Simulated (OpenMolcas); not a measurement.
# NO2 (nitrogen dioxide): a chain of runs

Aim: the energy (UHF/STO-3G), then the energy (CASSCF(5,5)/STO-3G), then the energy (CASPT2(5,5)/STO-3G), then a single-point energy (SC-NEVPT2(5,5)/STO-3G) of NO2 (nitrogen dioxide). 

Program for the calculation: OpenMolcas 26.06.

4 further runs of the same task are left out: 3 that didn't finish, 1 set aside as unsound or not needed.

## 1. The molecule

NO2: 3 atoms, total charge 0, spin state doublet. As SMILES, `[O]N=O`. The N2–O3 distance was set to 2.365 Å, away from the relaxed value. At this shape a bond of the SMILES string is far longer than usual.

Bond lengths: O1–N2 1.183 Å. A long bond or contact: N2–O3 2.365 Å.

## 2. The energy at UHF/STO-3G (run 1)

struct.xyz reads:

```xyz
3

O     -0.111391    -2.182568    -0.290532
N     -0.586621    -1.109488    -0.437042
O      0.055690     1.091300     0.145270
```

step1.inp reads:

```
&GATEWAY
  BasLib = $CurrDir
  Coord = struct.xyz
  Basis = STO-3G
  Group = NoSym

&SEWARD

&SCF
  UHF
  Spin = 2
  Scramble = 0.25
  PrOrbitals = 1 1
```

The basis set STO-3G is read from a file made from the Basis Set Exchange's data (not shown).

The run is started by

```
$ export MOLCAS_MEM=1860
$ pymolcas step1.inp > step1.log
```

The log of the run:

```text
--- Start Module: gateway ---
[...]
--- Stop Module: gateway /rc=_RC_ALL_IS_WELL_ ---
--- Start Module: seward ---
[...]
      Basis functions           15
--- Stop Module: seward /rc=_RC_ALL_IS_WELL_ ---
--- Start Module: scf ---
[...]
       Convergence after  77 Iterations
[...]
::    Total SCF energy                               -201.3413465863
[...]
      Total spin, S                                     1.0296877963
[...]
      Total electronic charge=   23.000000
      Total            charge=   -0.000000
[...]
      Dipole Moment (debye):
      Origin of the operator (angstrom)=   -0.1980   -0.7173   -0.1836
                   X=  1.0387E-01               Y= -2.8536E-01               Z=  2.6642E-02           Total=  3.0485E-01
      Quadrupole Moment (debye*angstrom):
[...]
--- Stop Module: scf /rc=_RC_ALL_IS_WELL_ ---
[...]
```

It took 2.8 s on 1 thread of Arm Neoverse V2, shared host; peak memory 0.37 GiB.

## 3. A single-point energy at CASSCF(5,5)/STO-3G (run 2)

struct.xyz is that of step 2.

step2.input reads:

```
&GATEWAY
  BasLib=$CurrDir
  Coord=struct.xyz
  Basis=STO-3G
  Group=NoSym

&SEWARD

&RASSCF
  FileOrb=$CurrDir/step1.UnaOrb
  Spin=2
  Nactel=5 0 0
  Inactive=9
  Ras2=5
  OrbListing=Nothing
```

The basis set STO-3G is read from a file made from the Basis Set Exchange's data (not shown).

The run is started by

```
$ export MOLCAS_MEM=1860
$ pymolcas step2.input > step2.log
```

The log of the run:

```text
--- Start Module: gateway ---
[...]
--- Stop Module: gateway /rc=_RC_ALL_IS_WELL_ ---
--- Start Module: seward ---
[...]
      Basis functions           15
--- Stop Module: seward /rc=_RC_ALL_IS_WELL_ ---
--- Start Module: rasscf ---
[...]
      Number of active orbitals                  5
[...]
      Spin quantum number                      0.5
[...]
      Active orbitals                            5
[...]
      Number of CSFs                            75
[...]
      Number of root(s) required                 1
[...]
      Convergence after 11 iterations
[...]
      printout of CI-coefficients larger than  0.05 for root  1
      energy=    -201.388394
      conf/sym  11111     Coeff  Weight
             1  22u00  -0.67099 0.45023
             6  2udu0   0.39102 0.15289
            16  2uud0   0.22600 0.05108
            30  20u20  -0.52558 0.27623
            41  02u02  -0.17880 0.03197
            63  0udu2   0.10436 0.01089
[...]
      Natural orbitals and occupation numbers for root  1
      sym 1:   1.864497   1.186486   1.000002   0.813509   0.135506
      ************************************************************************************************************************
      *                                                    Final results                                                     *
[...]
::    RASSCF root number  1 Total energy:   -201.38839399
[...]
      Total electronic charge=   23.000000
      Total            charge=   -0.000000
[...]
      Dipole Moment (debye):
      Origin of the operator (angstrom)=   -0.1980   -0.7173   -0.1836
                   X=  1.4429E-01               Y= -3.6584E-01               Z=  4.0256E-02           Total=  3.9532E-01
      Quadrupole Moment (debye*angstrom):
[...]
--- Stop Module: rasscf /rc=_RC_ALL_IS_WELL_ ---
[...]
```

Wall time 1.6 s (1 thread of Arm Neoverse V2, shared host); peak memory 0.37 GiB.

## 4. The energy at CASPT2(5,5)/STO-3G (run 3)

struct.xyz is that of step 3.

step3.inp reads:

```
&gateway
 baslib=$CurrDir
 coord=struct.xyz
 basis=STO-3G
 group=NoSym

&seward

&rasscf
 fileorb=$CurrDir/step2.RasOrb
 spin=2
 nactel=5 0 0
 inactive=9
 ras2=5
 orblisting=Nothing

&caspt2
 imaginary=0.1
 frozen=3
```

The basis set STO-3G is read from a file made from the Basis Set Exchange's data (not shown).

The run is started by

```
$ export MOLCAS_MEM=1860
$ pymolcas step3.inp > step3.log
```

The log of the run:

```text
--- Start Module: gateway ---

                                              &GATEWAY

                       available to each process: 1.9 GB of memory, 1 thread

 Basis Set     1 Label: O.STO-3G
 Basis set is read from library:.
 basistype.tbl is not found

 Basis Set     2 Label: N.STO-3G
 Basis set is read from library:.
 basistype.tbl is not found

 Basis Set     3 Label: O.STO-3G
 Basis set is read from library:.
 basistype.tbl is not found

++    Symmetry information:
      ---------------------

[... 212 lines left out ...]
      Note: transformation to natural orbitals
[... 11 lines left out ...]
      Natural orbitals and occupation numbers for root  1
[... 20 lines left out ...]
      Final state energy(ies):
[... 60 lines left out ...]
      Natural orbitals for root   1 are written to the RASORB.1 file
[... 71 lines left out ...]
 Compute H0 matrices for state    1
[... 4 lines left out ...]
********************************************************************************
  CASPT2 EQUATION SOLUTION
--------------------------------------------------------------------------------
 Invalid disk address                    -8
 I/O error in DaFile_checkarg
 Unit =                    45

--- Stop Module: caspt2 /rc=-6 ---

.########################.
.# Non-zero return code #.
.########################.

    Timing: Wall=1.38 User=1.01 System=0.29
```

Wall time 1.6 s (1 thread of Arm Neoverse V2, shared host); peak memory 0.37 GiB.

The program stopped with an error.

## 5. The energy at SC-NEVPT2(5,5)/STO-3G (run 4)

struct.xyz is that of step 4.

step4.inp reads:

```
* NO2 NEVPT2
&GATEWAY
BasLib
$CurrDir
Coord
struct.xyz
Basis
STO-3G
Group
NoSym
&SEWARD
&RASSCF
FileOrb
$CurrDir/step2.RasOrb
Spin
2
Nactel
5 0 0
Inactive
9
Ras2
5
OrbListing
Nothing
&CASPT2
SC-NEVPT2
Frozen
3
```

The basis set STO-3G is read from a file made from the Basis Set Exchange's data (not shown).

The run is started by

```
$ export MOLCAS_MEM=1860
$ pymolcas step4.inp > step4.log
```

The log of the run:

```text
--- Start Module: gateway ---
[...]
      Basis functions           15
[...]
--- Start Module: rasscf ---
[...]
      Number of active orbitals                  5
[...]
      Spin quantum number                      0.5
[...]
      Active orbitals                            5
[...]
      Number of CSFs                            75
[...]
      Number of root(s) required                 1
[...]
      Convergence after  4 iterations
[...]
      printout of CI-coefficients larger than  0.05 for root  1
      energy=    -201.388394
      conf/sym  11111     Coeff  Weight
             1  22u00  -0.67099 0.45023
             6  2udu0   0.39102 0.15289
            16  2uud0   0.22601 0.05108
            30  20u20  -0.52558 0.27623
            41  02u02  -0.17880 0.03197
            63  0udu2   0.10436 0.01089
[...]
      Natural orbitals and occupation numbers for root  1
      sym 1:   1.864497   1.186485   1.000002   0.813510   0.135506
      ************************************************************************************************************************
      *                                                    Final results                                                     *
[...]
::    RASSCF root number  1 Total energy:   -201.38839399
[...]
      Total electronic charge=   23.000000
      Total            charge=   -0.000000
[...]
      Dipole Moment (debye):
      Origin of the operator (angstrom)=   -0.1980   -0.7173   -0.1836
                   X=  1.4427E-01               Y= -3.6582E-01               Z=  4.0249E-02           Total=  3.9530E-01
      Quadrupole Moment (debye*angstrom):
[...]
      E2 (Variational):          -0.0661231596
[...]
      E2 (Variational):          -0.0657445103
      Total energy:            -201.4541384969
[...]
      Reference weight:           0.97114
[...]
::    SC-NEVPT2 Root  1     Total energy:   -201.45413850
[...]
```

Wall time 1.6 s (1 thread of Arm Neoverse V2, shared host); peak memory 0.37 GiB.

## 6. Results

```
                                                    quantity                value
                             run 1, UHF/STO-3G: total energy        -201.34135 Eh
                            run 1, UHF/STO-3G: dipole moment               0.30 D
       run 1, UHF/STO-3G: HOMO energy (highest over α and β)             -9.08 eV
        run 1, UHF/STO-3G: LUMO energy (lowest over α and β)              6.85 eV
                                     run 1, UHF/STO-3G: ⟨S²⟩                2.090
                     run 2, CASSCF(5,5)/STO-3G: total energy        -201.38839 Eh
   run 2, CASSCF(5,5)/STO-3G: dipole moment (CASSCF density)               0.40 D
                  run 4, SC-NEVPT2(5,5)/STO-3G: total energy        -201.45414 Eh
run 4, SC-NEVPT2(5,5)/STO-3G: dipole moment (CASSCF density)               0.40 D
                                   run 3, CASPT2(5,5)/STO-3G  no result (crashed)
```

**Reading.** ⟨S²⟩ (run 1, UHF/STO-3G) is 2.09 where a pure doublet has 0.75: the reference is spin-contaminated. 1 of the 4 runs did not end normally.
